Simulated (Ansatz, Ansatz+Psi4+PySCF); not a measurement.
```xyz
3

C     0.0000    0.0000   -0.5184
N     0.0000    0.0000    0.6778
H     0.0000    0.0000   -1.5874
```

Basis set: cc-pVTZ (spherical functions). Correlated methods keep 2 orbitals frozen. Charge 0, multiplicity 1.

Computed with Ansatz (development build ahead of 0.2.0); each method stands on the lowest determinant of its kind that the runs found. Restricted open shells among the atoms or ions are ROHF, correlated in semicanonical orbitals with singles.

Q: Give the atomization energy at this shape (free ground-state atoms in the same class of orbitals less the molecule, no zero-point energy) of singlet CHN by RHF-CCSD(T), RHF-MP2, RHF.

A:

```
     method  atomization energy
RHF-CCSD(T)       1253.9 kJ/mol
    RHF-MP2       1306.5 kJ/mol
        RHF        824.4 kJ/mol
```
